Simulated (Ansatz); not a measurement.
For diamond, PBE-D3(BJ) in Ansatz (plane waves, PAW) gives:

| Property | Value |
|---|---|
| lattice constant a | 3.557 Å |
| bulk modulus | 442 GPa |

Question: What does Hartree–Fock (Ansatz, a program for electronic structure, plane waves, PAW) give for the same quantities?

Answer: 
- lattice constant a: 3.551 Å (shrinks by 0.2 %)
- bulk modulus: 497 GPa (goes up by 12 %)

For comparison: lattice constant a 3.553 Å (measured, static lattice: zero-point anharmonic expansion removed, our sources range from 3.543 to 3.555; as tabulated in Mejia-Rodriguez and Trickey (2018), arXiv:1807.09216); bulk modulus 455 GPa (measured, 0 K value with the zero-point phonon effect removed; as tabulated in Mejia-Rodriguez and Trickey (2018), arXiv:1807.09216).

Changes are worked out from the printed values.

Unless a cell is named, each level is at its own relaxed cell (PBE-D3(BJ) 5.63, Hartree–Fock 5.60 Å³/atom).

Ansatz's density-functional and Hartree–Fock values are scalar-relativistic unless marked +SOC, with PAW data made under PBE.
